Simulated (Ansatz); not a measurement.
Reaction: C3H2FN ((E)-3-fluoroprop-2-enenitrile, SMILES C(#N)/C=C/F) → CN (SMILES [C]#N, doublet) + C2H2F (SMILES [H]/[C]=C\F, doublet) (the C-C bond breaks)
Each species at its own B3LYP-D3(BJ)/def2-TZVP minimum (Ansatz, a program for electronic structure).

Total energies in hartree (Ansatz). Radicals and triplets start from unrestricted determinants; spin-orbit coupling is neglected. Cores are frozen in correlated methods. No relativity. The restricted determinant of C3H2FN (N#C/C=C/F, singlet) is unstable towards broken spin symmetry in at least one set run. The UHF reference of CN ([C]#N, doublet) is spin-contaminated (<S^2> up to 0.37 over the pure value in the sets run). The UHF reference of C2H2F ([H]/[C]=C\F, doublet) is spin-contaminated (<S^2> up to 0.18 over the pure value in the sets run).

```tsv
species	HF/cc-pVTZ	CCSD(T)/cc-pVTZ	HF/cc-pVQZ	CCSD(T)/cc-pVQZ	CCSD(T)/cc-pVDZ	CCSDT(Q)/cc-pVDZ
1: C3H2FN (SMILES F/C=C/C#N)	-268.71314	-269.66239	-268.73238	-269.74194	-269.40117	-269.40460
2: CN (SMILES [C]#N, doublet)	-92.23520	-92.56541	-92.24165	-92.58980	-92.48814	-92.49250
3: C2H2F (SMILES C(=[C]/[H])/F, doublet)	-176.30245	-176.87736	-176.31593	-176.93099	-176.70052	-176.70293
```

Task: Work out the bond dissociation energy (electronic) in kcal/mol: take Hartree-Fock from cc-pVQZ, extrapolate the CCSD(T) correlation energy as X^-3 (X = 3, 4), and add CCSDT(Q) - CCSD(T) in cc-pVDZ. 1 hartree = 627.51 kcal/mol.

Result: 
Species 1: correlation (64·(-1.00956) - 27·(-0.94925))/37 = -1.05357; step -0.00343; E1 = -268.73238 + (-1.05357) + (-0.00343) = -269.78938
Species 2: correlation (64·(-0.34815) - 27·(-0.33021))/37 = -0.36124; step -0.00436; E2 = -92.24165 + (-0.36124) + (-0.00436) = -92.60725
Species 3: correlation (64·(-0.61506) - 27·(-0.57491))/37 = -0.64436; step -0.00241; E3 = -176.31593 + (-0.64436) + (-0.00241) = -176.96270
-1·E1 +1·E2 +1·E3 = 0.21943 hartree = 137.7 kcal/mol.
